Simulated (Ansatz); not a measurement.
Process, species as SMILES: [C-]#[S+] (C-S) → C atom + S atom
B3LYP-D3(BJ)/def2-TZVP geometries, fixed; electronic energies without zero-point terms.
Largest species:
```
C
S 1 1.5320
```
Charge 0, spin multiplicity 1.

Basis-set convergence of the atomisation energy at PBE0 with Ansatz (an electronic-structure program). Cartesian d functions, on some or all atoms, in 6-311+G**; all else is spherical. The program fits the integrals of some runs and decomposes those of others, by size. Open shells are unrestricted. No added dispersion term, no relativity. Functions are those of the species that has most. Reference: the value in aug-cc-pV(5+d)Z, 168.33 kcal/mol, itself unsure by roughly 0.03 kcal/mol (its mean distance from pcseg-4, aug-pcseg-3, aug-cc-pV(Q+d)Z). Deviations are taken from unrounded values.

| basis | functions | atomisation energy (kcal/mol) | minus reference (kcal/mol) |
|---|---|---|---|
| def2-SVP | 32 | 167.22 | -1.11 |
| cc-pV(D+d)Z | 37 | 165.77 | -2.56 |
| def2-SVPD | 47 | 166.21 | -2.12 |
| 6-311+G** | 53 | 164.38 | -3.95 |
| 6-311++G(2d,2p) | 62 | 166.59 | -1.74 |
| def2-TZVP | 68 | 168.20 | -0.12 |
| aug-pcseg-2 | 96 | 167.75 | -0.57 |
| def2-QZVPP | 127 | 167.98 | -0.35 |
| aug-cc-pV(5+d)Z | 263 | 168.33 | 0.00 |
